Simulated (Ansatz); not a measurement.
Voigt–Reuss–Hill shear modulus (GPa) of 37 elemental solids other than molecular ones, computed with PBE (Ansatz, a first-principles code, PAW) and with PBEsol in Ansatz (PAW). The set holds measured phases with no doubt noted on the run or the magnetic state but for the caveats below. 8 more of the class have both values but aren't in it, for one of these reasons: built or high-temperature cells, doubts on the run or the magnetic state, unlike cells, values of zero, layered or molecular crystals. Solids without a value at one level (not run, failed, or a magnetic order lost), or held back for tests, aren't counted.

Every twentieth of the way through the set, in order of the shift (worked out from unrounded values):

```tsv
solid	PBE	PBEsol	shift (%)
hcp Zr	34.4	32.0	-7.1
fcc Ca	8.54	8.51	-0.3
hcp Be	162	165	+1.4
hcp Hf	56.2	57.1	+1.7
bcc Na	2.90	3.02	+4.0
hcp Sc	32.1	34.1	+6.4
hcp Re	176	189	+7.5
hcp Tc	143	155	+8.7
bcc Rb	0.88	0.96	+9.2
hcp Ru	197	217	+10.3
fcc Al	24.3	27.0	+11.2
bcc Cs	0.62	0.69	+11.9
fcc Pb	10.9	12.4	+14.1
fcc Ni	98.6	113	+14.8
double-hcp La	17.0	19.8	+16.7
hcp Co	104	122	+18.1
fcc Pd	41.6	51.2	+23
hcp Zn	41.8	52.2	+25
hcp Tl	4.74	5.99	+26
fcc Ag	27.9	37.0	+33
hcp Cd	13.6	24.6	+81
```

The shift from PBE to PBEsol has a median of +11.2 %, and eight in ten lie between +0.7 % and +27 %; PBEsol is the larger in 33 of 37. Each level is at its own cell, so the shift holds the change of volume too.

Ansatz's runs of these crystals have no spin polarisation, but for bcc Fe, hcp Co, fcc Ni.

Density-functional runs with spin start from parallel moments for bcc Fe, parallel moments for hcp Co, parallel moments for fcc Ni.

Spin–orbit coupling is left out, also for the solids with elements from indium on (fcc Pt, hcp Os, bcc Ba, white tin (β-Sn), double-hcp La, hcp Tl, fcc Ir, hcp Re, bcc Cs, hcp Hf and 3 more); its size isn't shown.

Each level is taken at its own relaxed cell. Ansatz's density-functional and Hartree–Fock values are scalar-relativistic unless marked +SOC, with PAW data made under PBE.
